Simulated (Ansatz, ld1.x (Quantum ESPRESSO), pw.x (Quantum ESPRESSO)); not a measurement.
Equation-of-state test of one TM potential (Ti (Z = 22))

```
Element                 : titanium
Generator               : ld1.x (Quantum ESPRESSO) 7.5
Type                    : norm-conserving Troullier–Martins (Kleinman–Bylander form)
Functional              : LDA (PW92)
Relativity              : scalar-relativistic
Frozen core             : [Ar]
Valence charge          : 4
Reference configuration : 3d2 4s2 4p0
Partial waves           : 4p (bound, empty): rc 2.60 bohr; 3d (bound): rc 2.55 bohr; 4s (bound): rc 2.50 bohr
Local potential         : the s channel
Core correction         : Bessel-smoothed model core inside 2.30 bohr
```

Atomic tests: cutoffs needed: 35 Ry and 45 Ry (the cutoffs (Ry, on a coarse ladder) from which the occupation-weighted sum of valence levels, in a spherical-Bessel basis at the reference potential, stays within 10 and 1 mRy of its value at 400 Ry); ghost test: no extra level below or beside the all-electron valence levels (p, d, s, f tested) (spherical-Bessel basis up to 400 Ry, 20 bohr box); largest excitation error: -222 meV (all-electron minus pseudo) for 3d1 4s0 4p0, out of 7 test configurations.

Crystal test: bcc Ti in pw.x 7.5, no spin, 15³ k-points, Fermi–Dirac smearing 0.01 Ry, cutoffs 55/220 Ry. The reference is all-electron LAPW (Ansatz 0.2.0) with the same functional, mesh and smearing; V0 and B0 come from Birch–Murnaghan fits to the pressures at five volumes. Errors are pseudo minus all-electron; Δ is the rms difference of the E(V) curves that follow from these fits, minima aligned, over ±6 % about the mean V0. Mesh and smearing are coarse, so the numbers serve the comparison and aren't converged zero-temperature values; the lattice is a test structure that the element need not adopt.

```
V (Å³/atom)  P all-electron (GPa)  P pseudo (GPa)
     15.124                  6.96           20.54
     15.522                  3.47           15.96
     15.920                  0.34           11.82
     16.318                 -2.48            8.09
     16.716                 -5.00            4.72
```

All-electron: a0 = 3.173 Å (V0 = 15.97 Å³/atom), B0 = 117.6 GPa.

Pseudopotential: mean pressure error (GPa): +11.57. The pressure does not cross zero within the volumes sampled, so no fit is given. This is a poor potential for the solid.

Question: At the middle volume, how do free energy and pressure move when the wave cutoff is lowered (ecutrho kept at four times it)?

Answer:

| cutoff (Ry) | shift of F (meV/atom) | shift of P (GPa) |
| --- | --- | --- |
| 25 | +2218.3 | -84.00 |
| 33 | +207.3 | -14.34 |
| 44 | +2.5 | -0.35 |

The run at the middle volume (120 k-points, 7 iterations) took about 5.8 s on one core of a shared host (Neoverse-V2, 96 threads, 742 GiB, load 40).
